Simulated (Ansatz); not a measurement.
# BF: the cost of one run

Computed with the Python package of Ansatz 0.2.0. The levels of theory stand in the script.

### Step 1. Starting point

Bond lengths: B1–F2 1.530 Å.

The script holds or builds the structure itself.

### Step 2. The code

basis_bf.py reads:

```python
import ansatz as az

GEOMETRY = """
B     0.00000    0.00000    0.00000
F     0.00000    0.00000    1.53000
"""

mol = az.Crystal.molecule()
for line in GEOMETRY.strip().splitlines():
    symbol, *xyz = line.split()
    mol = mol.atom(symbol, [float(v) for v in xyz])

base = mol.calculation()
base = base.correlation("ccsd_t")
base = base.charge(1)
base = base.spin("collinear", total=1)

energies = {}
for basis in ["cc-pVDZ", "cc-pVTZ", "cc-pVQZ"]:
    summary = base.basis(gaussian=basis).run().report
    size = summary["n_frozen"] + summary["n_occupied"][0] + summary["n_virtual"][0]
    energies[basis] = (summary["reference_energy_ev"] / 27.211386246, summary["free_energy_ev"] / 27.211386246)
    print(f"{basis:14s} {size:4d} orbitals  reference {energies[basis][0]:14.6f} Ha  total {energies[basis][1]:14.6f} Ha")

small, large = (energies[b][1] - energies[b][0] for b in ("cc-pVTZ", "cc-pVQZ"))
limit = (4 ** 3 * large - 3 ** 3 * small) / (4 ** 3 - 3 ** 3)
print(f"correlation energy: {small:.6f} and {large:.6f} Ha, extrapolated {limit:.6f} Ha")
print(f"share caught by the larger set: {100 * large / limit:.1f} %")
```

### Step 3. The calls as engine input

The package turns the script's settings into the engine's input (first run):

```yaml
crystal:
  periodic: [false, false, false]
  atoms:
    - { symbol: B, position_ang: [0.0, 0.0, 0.0] }
    - { symbol: F, position_ang: [0.0, 0.0, 1.53] }
basis:
  gaussian:
    orbitals: cc-pVDZ
magnetization:
  spin_polarized: true
  initial_magnetization: 1.0
total_charge: 1.0
correlation:
  method: ccsd_t
```

### Step 4. Launch

Launch:

```sh
> python basis_bf.py
```

What time and memory should one allow on 1 thread of Arm Neoverse V1, shared host?

About 20 s, with a peak of 0.68 GiB.
